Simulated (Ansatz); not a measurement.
# AlH3O (singlet): the correlation ladder at distance Al1–O2 = 1.656 Å, cc-pVDZ

The task here is to estimate one member of a computed series from the others.

Program: Ansatz 0.2.0, Gaussian basis. Level of theory: cc-pVDZ, core rule «outside noble gas», up to 6 orbitals frozen. These are calculated values, not measurements.

The runs, in order: UHF; CCSD(T) on RHF; BCCD(T) on RHF; CISD; CCSDT(Q) on RHF; CASSCF and MRCISD+Q, 2 electrons in 2 orbitals; CASSCF and NEVPT2, 2 electrons in 2 orbitals.

23 further runs of the same task are left out: 2 for a mislabelled method, 10 for a known fault of the program, 7 that didn't finish, 4 set aside as unsound or not needed.

### What is computed

The geometry derives from a PBE0/def2-TZVP stationary point (not a proven minimum). One bond is set to the value named and the two fragments are kept rigid.

5 atoms, charge 0, spin multiplicity 1.

Atoms are counted from 1 here; the program's logs count them from 0.

Bond lengths: Al1–O2 1.656 Å, Al1–H3 1.581 Å, Al1–H4 1.581 Å, O2–H5 0.944 Å. Angles: O2–Al1–H3 118.7°, O2–Al1–H4 118.7°, H3–Al1–H4 122.6°, Al1–O2–H5 180.0°.

The first run:

Contents of in.yaml:

```yaml
crystal:
  periodic: [false, false, false]
  atoms:
    - {symbol: Al, position_ang: [0.000000, 0.000000, 0.599556]}
    - {symbol: O, position_ang: [0.000000, 0.000000, -1.056365]}
    - {symbol: H, position_ang: [0.000000, 1.386849, 1.359567]}
    - {symbol: H, position_ang: [0.000000, -1.386849, 1.359567]}
    - {symbol: H, position_ang: [0.000000, 0.000000, -2.000590]}
basis:
  gaussian: {orbitals: cc-pVDZ}
magnetization: {spin_polarized: true, initial_magnetization: 0}
hamiltonian: {xc: hf}
output: {orbitals: {seedname: orbitals}}
```

Started as:

```console
> ansatz run in.yaml --threads 1 --pin off --events-out ev --progress --plain --max-ram 2393MiB
```

Steps of the session up to this table: UHF; CCSD(T) on RHF; BCCD(T) on RHF; CISD; CCSDT(Q) on RHF; CASSCF and MRCISD+Q, 2 electrons in 2 orbitals; CASSCF and NEVPT2, 2 electrons in 2 orbitals.

One of the session's tables, all rows but one given; the rest of the session is left out.

It belongs to the step «Misses and costs». 

```
       method  from RCCSDT(Q) (meV)
          RHF               +7763.6
         RMP2                +731.4
         CISD                +697.1
        RCCSD                     ?
     RCCSD(T)                 +30.1
      BCCD(T)                 +28.4
       RCCSDT                 +18.1
    RCCSDT(Q)                     0
  CASSCF pair               +7259.0
  NEVPT2 pair                +738.1
  MRCISD pair                +620.7
MRCISD+Q pair                 +80.5
```

Estimate the missing values for RCCSD.

**Answer.** from RCCSDT(Q) (meV): +158.8. In the column «from RCCSDT(Q) (meV)» it lies between MRCISD+Q pair (+80.5) and MRCISD pair (+620.7).
